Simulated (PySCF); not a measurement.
Start geometry of `O=[S@]1O[CH]CO1` [radical] from GFN2-xTB (Å):
```
atom  x, y, z in Å
O1     2.631   -0.637    0.533
S2     1.403   -0.124    1.037
O3     0.870    1.132   -0.033
C4    -0.383    0.941   -0.447
C5    -0.842   -0.465   -0.250
O6     0.131   -1.092    0.554
H7    -1.048    1.787   -0.483
H8    -1.826   -0.511    0.238
H9    -0.909   -1.019   -1.199
```

Question: What comes out of this run: PBE0-D3(BJ)/def2-SVP geometry optimisation, gas phase (PySCF 2.14.0)?

Answer: 
```
atom  x, y, z in Å
O1     2.3184   -0.9163   -0.0884
S2     1.4894   -0.2526    0.9056
O3     0.8914    1.1729    0.1318
C4    -0.3529    0.9935   -0.3679
C5    -0.8075   -0.4137   -0.1888
O6    -0.0252   -0.9020    0.9117
H7    -0.9983    1.8757   -0.3684
H8    -1.8679   -0.4956    0.0888
H9    -0.6203   -1.0500   -1.0746
```

The energy falls by 14.0 kJ/mol over 17 energy and gradient evaluations, the largest force component goes from 0.0328 to 3.2e-04 Eh/bohr, and the atoms move by 0.305 Å rms after alignment. The bond that changes most is O1=S2 (ends: oxygen bonded to S; sulfur bonded to 3 O), which lengthens by 0.031 Å. Bonds longer at the end by more than 0.005 Å: 5 of 9; shorter: 2. Among the angles that change most is S2–O6–C5, from 115.6° to 111.3°. Among the dihedrals that turn most is O1–S2–O6–C5, from -119° to -78°. Rotational constants go from 6545, 3006, 2303 to 5802, 3191, 2558 MHz. The orientation of the end geometry is arbitrary; only internal coordinates are fixed.

The run used 103 basis functions and 139 SCF cycles in all. Time: 1.7 min wall. Hardware: one thread, Arm Neoverse V1, shared host.

PBE0-D3(BJ)/def2-SVP frequencies: not computed here. ⟨S²⟩ = 0.754 (exact for a doublet: 0.75).

One conformer stands for the species.
